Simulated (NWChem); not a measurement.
**Correlation energy of hydrogen chloride (HCl)**

```
Cl
H 1 1.2897
```
Charge 0, spin multiplicity 1.

All runs are NWChem calculations. Structure: optimised with B3LYP/def2-SVP, a minimum by its harmonic frequencies.

Basis set: cc-pVDZ. Each correlation energy counts from its own Hartree-Fock reference.

| method | correlation energy (mHa) | difference from CCSD(T) |
|---|---|---|
| RI-MP2 | -146.4 | +18.9 |
| MP2 | -146.5 | +18.8 |
| SCS-MP2 | -144.1 | +21.1 |
| CR-CCSD[T] | -165.0 | +0.3 |
| CR-CCSD(T) | -165.0 | +0.3 |
| CCSD | -162.9 | +2.4 |
| CCSD+T(CCSD) | -165.3 | 0.0 |
| CCSD(T) | -165.3 | 0.0 |
| CCSDT | -165.5 | -0.2 |

The values span 21.4 mHa, from CCSDT (lowest) to SCS-MP2 (highest). 

The correlated methods keep 5 core orbitals frozen. No row is a measurement; the coupled-cluster row has its own basis-set and correlation limits.
